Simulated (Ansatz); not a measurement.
**C₂H₃F₂ radical: how energies converge with the basis set**

The task here is to estimate one member of a computed series from the others.

Program: Ansatz 0.2.0, Gaussian basis. Level of theory: one geometry, several basis sets. These are calculated values, not measurements.

The runs, in order: PBE0-D4/def2-SVP; ωB97M-V/def2-SVP; PBE0-D4/def2-QZVPP; ωB97M-V/def2-QZVPP; CCSD(T)/cc-pV(D+d)Z; CCSD(T)/cc-pV(T+d)Z; CCSD(T)/cc-pV(Q+d)Z; the functionals' def2-TZVPP values are taken from earlier runs.

**Structure used throughout**

An earlier PBE0-D4 in a triple-zeta def2 set relaxation fixed the geometry.

SMILES `C[C](F)F`, 7 atoms, charge 0, spin multiplicity 2.

Atoms are counted from 1 here; the program's logs count them from 0.

Bond lengths: C1–C2 1.480 Å, C1–H5 1.089 Å, C1–H6 1.089 Å, C1–H7 1.098 Å, C2–F3 1.331 Å, C2–F4 1.331 Å. Angles: C2–C1–H5 109.8°, C2–C1–H6 109.7°, C2–C1–H7 110.5°, H5–C1–H6 109.2°, H5–C1–H7 108.8°, H6–C1–H7 108.8°, C1–C2–F3 115.5°, C1–C2–F4 115.5°, F3–C2–F4 109.5°.

Set-up of the first run:

Input file in.yaml:

```yaml
crystal:
  periodic: [false, false, false]
  atoms:
    - {symbol: C, position_ang: [-0.163641, 0.621607, 0.000052]}
    - {symbol: C, position_ang: [0.183921, -0.781960, 0.315373]}
    - {symbol: F, position_ang: [-0.645865, -1.701154, -0.171930]}
    - {symbol: F, position_ang: [1.440301, -1.133728, 0.053234]}
    - {symbol: H, position_ang: [0.520595, 1.295066, 0.514983]}
    - {symbol: H, position_ang: [-1.183042, 0.829804, 0.323009]}
    - {symbol: H, position_ang: [-0.091068, 0.802365, -1.080521]}
basis:
  gaussian: {orbitals: def2-SVP}
magnetization: {spin_polarized: true, initial_magnetization: 1}
hamiltonian: {xc: pbe0, dispersion: d4}
output: {orbitals: {seedname: orbitals}}
```

Started as:

```bash
$ ansatz run in.yaml --threads 2 --pin off --events-out ev --progress --plain --max-ram 22528MiB --backend cpu
```

Among the steps run: PBE0-D4 in def2-SVP; ωB97M-V in def2-SVP; PBE0-D4 in def2-QZVPP; ωB97M-V in def2-QZVPP.

One table of the session follows, with a row left open; its other results are not shown here.

```
functional       basis  HOMO (eV)
   PBE0-D4    def2-SVP      -6.22
   PBE0-D4  def2-TZVPP      -6.40
   PBE0-D4  def2-QZVPP          ?
   ωB97M-V    def2-SVP      -8.28
   ωB97M-V  def2-TZVPP      -8.48
   ωB97M-V  def2-QZVPP      -8.53
```

**Question.** Estimate the row for PBE0-D4, def2-QZVPP.

**Answer.** HOMO (eV): -6.44. In the column «HOMO (eV)» it lies between ωB97M-V, def2-SVP (-8.28) and PBE0-D4, def2-TZVPP (-6.40).
